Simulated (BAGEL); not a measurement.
**One shape, several levels: C2Si**

Wanted: a comparison of 6 runs (HF/STO-3G, HF/3-21G, HF/def2-SVP, B3LYP/6-31G*, PBE0/def2-SVP) of C2Si. 

The results are computed with BAGEL 1.2.2.

6 further runs of the same task are left out: 3 that didn't finish, 3 set aside as unsound or not needed.

## 1. The structure to begin with

C2Si: 3 atoms, total charge 0, spin state singlet. Geometry: relaxed at GFN2-xTB.

Bond lengths: C1–C2 1.259 Å, C2–Si3 1.781 Å. Angles: C1–C2–Si3 180.0°.

## 2. A single-point energy at HF/STO-3G (run 1)

The input, job.json:

```json
{ "bagel": [

{
  "title": "molecule",
  "basis": "sto-3g",
  "df_basis": "qzvpp-jkfit",
  "angstrom": "true",
  "geometry": [
    { "atom": "C", "xyz": [      -1.111830,       0.737510,      -0.522770 ] },
    { "atom": "C", "xyz": [      -0.135170,       0.089220,      -0.063600 ] },
    { "atom": "Si", "xyz": [       1.247000,      -0.826740,       0.586370 ] }
  ]
},

{
  "title": "hf",
  "df": "false"
},

{
  "title": "print",
  "file": "orbitals.molden",
  "orbitals": "true"
}

]}
```

Command:

```console
$ BAGEL_NUM_THREADS=1 BAGEL job.json > job.out
```

The log of the run:

```text
* using 1 threads per process

  ===============================================================
  ===============================================================

  *** Geometry ***

  { "atom" : "C", "xyz" : [     -2.101054,      1.393692,     -0.987892 ] },
  { "atom" : "C", "xyz" : [     -0.255434,      0.168601,     -0.120187 ] },
  { "atom" : "Si", "xyz" : [      2.356488,     -1.562312,      1.108079 ] },

  Number of auxiliary basis functions:      278

  Since a DF basis is specified, we compute 2- and 3-index integrals:
    o Being stored without compression. Storage requirement is 0.001 GB

  Number of basis functions:       19
  Number of electrons      :       26

    * METHOD: MOLECULE                             0.03

  *** RHF ***

  === Nuclear Repulsion ===
    54.7130620633

      * DIIS with orbital gradients will be used.

  === RHF iteration (sto-3g) ===
      0       -359.98845156          0.03296512           0.01
      1       -360.04242222          0.03754931           0.01
      2       -360.16760235          0.00423254           0.01
      3       -360.17209933          0.00124454           0.01
      4       -360.17236295          0.00053767           0.01
      5       -360.17240172          0.00008144           0.01
      6       -360.17240295          0.00001130           0.01
      7       -360.17240299          0.00000480           0.01
      8       -360.17240300          0.00000092           0.01
      9       -360.17240300          0.00000026           0.01
     10       -360.17240300          0.00000010           0.01
     11       -360.17240300          0.00000005           0.01
     12       -360.17240300          0.00000001           0.01
     13       -360.17240300          0.00000000           0.01
    * SCF iteration converged.

    * Permanent dipole moment:
           (   -1.673285,     1.109440,    -0.786811) a.u.

    * METHOD: HF                                   0.12

    * METHOD: PRINT                                0.00

  ===============================================================
```

Run time: 0.42 s. Hardware: 1 thread of Intel Xeon 6975P-C (Granite Rapids), shared host; peak memory 0.079 GiB.

## 3. A single-point energy at HF/3-21G (run 2)

The input, hf.json:

```json
{ "bagel": [

{
  "title": "molecule",
  "basis": "3-21g",
  "df_basis": "qzvpp-jkfit",
  "geometry": [
    { "atom": "C", "xyz": [ -2.10105420,  1.39369191, -0.98789213 ] },
    { "atom": "C", "xyz": [ -0.25543428,  0.16860136, -0.12018658 ] },
    { "atom": "Si", "xyz": [  2.35648848, -1.56231218,  1.10807871 ] }
  ]
},
{
  "title": "hf",
  "df": "false"
},
{
  "title": "print",
  "file": "orbitals.molden",
  "orbitals": "true"
}

]}
```

Command:

```console
$ BAGEL_NUM_THREADS=1 BAGEL hf.json > hf.out
```

The log of the run:

```text
* using 1 threads per process

  ===============================================================
  ===============================================================

  *** Geometry ***

  { "atom" : "C", "xyz" : [     -2.101054,      1.393692,     -0.987892 ] },
  { "atom" : "C", "xyz" : [     -0.255434,      0.168601,     -0.120187 ] },
  { "atom" : "Si", "xyz" : [      2.356488,     -1.562312,      1.108079 ] },

  Number of auxiliary basis functions:      278

  Since a DF basis is specified, we compute 2- and 3-index integrals:
    o Being stored without compression. Storage requirement is 0.002 GB

  Number of basis functions:       31
  Number of electrons      :       26

    * METHOD: MOLECULE                             0.03

  *** RHF ***

  === Nuclear Repulsion ===
    54.7130620302

      * DIIS with orbital gradients will be used.

  === RHF iteration (3-21g) ===
      0       -358.92967567          0.06258993           0.01
      1       -359.66753821          0.11979753           0.01
      2       -362.53007008          0.01322860           0.01
      3       -362.55365896          0.00463387           0.01
      4       -362.55686673          0.00179812           0.01
      5       -362.55764375          0.00081046           0.01
      6       -362.55776215          0.00065180           0.01
      7       -362.55783101          0.00031391           0.01
      8       -362.55788159          0.00015386           0.01
      9       -362.55789580          0.00006417           0.01
     10       -362.55789803          0.00001123           0.01
     11       -362.55789807          0.00000377           0.01
     12       -362.55789807          0.00000162           0.01
     13       -362.55789807          0.00000040           0.01
     14       -362.55789807          0.00000015           0.01
     15       -362.55789807          0.00000009           0.01
     16       -362.55789807          0.00000006           0.01
     17       -362.55789807          0.00000003           0.01
     18       -362.55789808          0.00000001           0.01
     19       -362.55789807          0.00000001           0.01
    * SCF iteration converged.

    * Permanent dipole moment:
           (   -1.432497,     0.949648,    -0.673602) a.u.

    * METHOD: HF                                   0.18

    * METHOD: PRINT                                0.00

  ===============================================================
```

Run time: 0.5 s. Hardware: 1 thread of Intel Xeon 6975P-C (Granite Rapids), shared host; peak memory 0.079 GiB.

Run 3 isn't shown in full; the table further down has it.

## 4. A single-point energy at B3LYP/6-31G(d) (density fitting with qzvpp-jkfit, spherical functions) (run 4)

The input, calc.json:

```json
{ "bagel": [

{
  "title": "molecule",
  "basis": "6-31gs.json",
  "df_basis": "qzvpp-jkfit",
  "geometry": [
    { "atom": "C", "xyz": [    -2.10105420,     1.39369191,    -0.98789213 ] },
    { "atom": "C", "xyz": [    -0.25543428,     0.16860136,    -0.12018658 ] },
    { "atom": "Si", "xyz": [     2.35648848,    -1.56231218,     1.10807871 ] }
  ]
},

{
  "title": "ks",
  "xc_func": "b3lyp"
},

{
  "title": "print",
  "file": "orbitals.molden",
  "orbitals": "true"
}

]}
```

The basis set 6-31G* is read from a file made from the Basis Set Exchange's data (not shown).

Command:

```console
$ BAGEL_NUM_THREADS=1 BAGEL calc.json > calc.out
```

The log of the run:

```text
* using 1 threads per process

  ===============================================================
  ===============================================================

  *** Geometry ***

  { "atom" : "C", "xyz" : [     -2.101054,      1.393692,     -0.987892 ] },
  { "atom" : "C", "xyz" : [     -0.255434,      0.168601,     -0.120187 ] },
  { "atom" : "Si", "xyz" : [      2.356488,     -1.562312,      1.108079 ] },

  Number of auxiliary basis functions:      278

  Since a DF basis is specified, we compute 2- and 3-index integrals:
    o Being stored without compression. Storage requirement is 0.005 GB

  Number of basis functions:       46
  Number of electrons      :       26

    * METHOD: MOLECULE                             0.04

  *** Kohn-Sham DFT ***

    * Removing 3556 points whose weight is below 1.00e-10
    * Grid points: 41162

  === Nuclear Repulsion ===
    54.7130620302

       - DIIS with orbital gradients will be used.

  === KS iteration (b3lyp / 6-31gs.json) ===
      0       -353.01672346          0.15985685           0.05
      1       -352.41104430          0.18284694           0.04
      2       -356.30108293          0.17373663           0.04
      3       -363.30249002          0.08143997           0.04
      4       -362.17092279          0.09506267           0.04
      5       -365.39200808          0.02825294           0.04
      6       -365.43423867          0.02155648           0.04
      7       -365.49439670          0.01035005           0.04
      8       -365.51222245          0.00268170           0.04
      9       -365.51354883          0.00037941           0.04
     10       -365.51357773          0.00006893           0.04
     11       -365.51357871          0.00000925           0.04
     12       -365.51357875          0.00000341           0.04
     13       -365.51357875          0.00000145           0.04
     14       -365.51357875          0.00000060           0.04
     15       -365.51357875          0.00000010           0.04
     16       -365.51357875          0.00000001           0.04
    * SCF iteration converged.

    * Permanent dipole moment:
           (   -1.313111,     0.870825,    -0.617431) a.u.

    * METHOD: KS                                   0.73

    * METHOD: PRINT                                0.00

  ===============================================================
```

It took 1.1 s on 1 thread of Intel Xeon 6975P-C (Granite Rapids), shared host; peak memory 0.12 GiB.

Run 5 isn't shown in full; the table further down has it.

## 5. Energy and gradient at B3LYP/6-31G(d) (density fitting with qzvpp-jkfit, Cartesian functions) (run 6)

The input, job.json:

```json
{ "bagel": [

{
  "title": "molecule",
  "basis": "6-31gs.json",
  "df_basis": "qzvpp-jkfit",
  "angstrom": true,
  "cartesian": true,
  "geometry": [
    { "atom": "C", "xyz": [      -1.111830,       0.737510,      -0.522770 ] },
    { "atom": "C", "xyz": [      -0.135170,       0.089220,      -0.063600 ] },
    { "atom": "Si", "xyz": [       1.247000,      -0.826740,       0.586370 ] }
  ]
},

{
  "title": "force",
  "method": [
    {
      "title": "ks",
      "xc_func": "b3lyp",
      "charge": 0
    }
  ]
}

]}
```

The basis set 6-31G* is read from a file made from the Basis Set Exchange's data (not shown).

Command:

```console
$ BAGEL_NUM_THREADS=1 BAGEL job.json > job.out
```

The log of the run:

```text
* using 1 threads per process

  ===============================================================
  ===============================================================

  Cartesian basis functions are used
  *** Geometry ***

  { "atom" : "C", "xyz" : [     -2.101054,      1.393692,     -0.987892 ] },
  { "atom" : "C", "xyz" : [     -0.255434,      0.168601,     -0.120187 ] },
  { "atom" : "Si", "xyz" : [      2.356488,     -1.562312,      1.108079 ] },

  Number of auxiliary basis functions:      333

  Since a DF basis is specified, we compute 2- and 3-index integrals:
    o Being stored without compression. Storage requirement is 0.006 GB

  Number of basis functions:       49
  Number of electrons      :       26

    * METHOD: MOLECULE                             0.05

  The gradients will be computed analytically.

  *** Kohn-Sham DFT ***

    * Removing 3556 points whose weight is below 1.00e-10
    * Grid points: 41162

  === Nuclear Repulsion ===
    54.7130620633

       - DIIS with orbital gradients will be used.

  === KS iteration (b3lyp / 6-31gs.json) ===
      0       -350.59746942          0.14963454           0.06
      1       -351.94867600          0.16505901           0.04
      2       -356.25310372          0.15069889           0.04
      3       -363.76621745          0.07229606           0.04
      4       -362.88959670          0.08756343           0.04
      5       -365.49602236          0.01068525           0.04
      6       -365.48821626          0.01205335           0.04
      7       -365.49271770          0.01108134           0.04
      8       -365.50530032          0.00771103           0.04
      9       -365.51746405          0.00112174           0.04
     10       -365.51778974          0.00023894           0.04
     11       -365.51780924          0.00006622           0.04
     12       -365.51781154          0.00001768           0.04
     13       -365.51781170          0.00000928           0.04
     14       -365.51781171          0.00000534           0.04
     15       -365.51781171          0.00000049           0.04
     16       -365.51781171          0.00000015           0.04
     17       -365.51781171          0.00000002           0.04
     18       -365.51781171          0.00000001           0.04
     19       -365.51781171          0.00000000           0.04
    * SCF iteration converged.

    * Permanent dipole moment:
           (   -1.315960,     0.872714,    -0.618770) a.u.

  * Nuclear energy gradient

    o Atom   0
        x          0.0367245451
        y         -0.0243737024
        z          0.0172659948
    o Atom   1
        x         -0.0734241587
        y          0.0486921697
        z         -0.0345243969
    o Atom   2
        x          0.0367034904
        y         -0.0243213601
        z          0.0172600100
  * Gradient computed with                              0.71

    * METHOD: FORCE                                1.62

  ===============================================================
```

Run time: 1.9 s. Hardware: 1 thread of Intel Xeon 6975P-C (Granite Rapids), shared host; peak memory 0.27 GiB.

## 6. All runs side by side

| run | level | integral approximation | task | energy (Eh) | dipole moment (D) | HOMO energy (eV) | LUMO energy (eV) | wall time |
| --- | --- | --- | --- | --- | --- | --- | --- | --- |
| 1 | HF/STO-3G | none | energy | -360.172403 | 5.48 | -6.69 | 4.37 | 0.42 s |
| 2 | HF/3-21G | none | energy | -362.557898 | 4.69 | -10.35 | -0.38 | 0.5 s |
| 3 | HF/def2-SVP | none | energy | -364.337137 | 5.40 | -10.43 | -0.47 | 1 s |
| 4 | B3LYP/6-31G* (density fitting with qzvpp-jkfit, spherical functions) | qzvpp-jkfit | energy | -365.513579 | 4.30 | -7.07 | -3.64 | 1.1 s |
| 5 | PBE0/def2-SVP (density fitting with qzvpp-jkfit) | qzvpp-jkfit | gradient | -365.139713 | 4.90 | – | – | 1.6 s |
| 6 | B3LYP/6-31G* (density fitting with qzvpp-jkfit, Cartesian functions) | qzvpp-jkfit | gradient | -365.517812 | 4.31 | – | – | 1.9 s |

## 7. Summary of results

| quantity | value |
| --- | --- |
| run 6: total energy | -365.51781 Eh |
| run 6: dipole moment | 4.31 D |
| run 6: largest force on an atom | 4.866 eV/Å |

**Reading.** The dipole moment (its size) runs from 4.30 D (B3LYP/6-31G*) to 5.48 D (HF/STO-3G). The two ends differ in method and basis. Over runs 1, 2, 3, 4 the HOMO–LUMO gap runs from 3.43 eV (B3LYP/6-31G*) to 11.06 eV (HF/STO-3G). Totals of different functionals can't be ranked against each other. In run 1 the basis is minimal, so the values are rough. All runs together took 6.6 s, the longest 1.9 s.
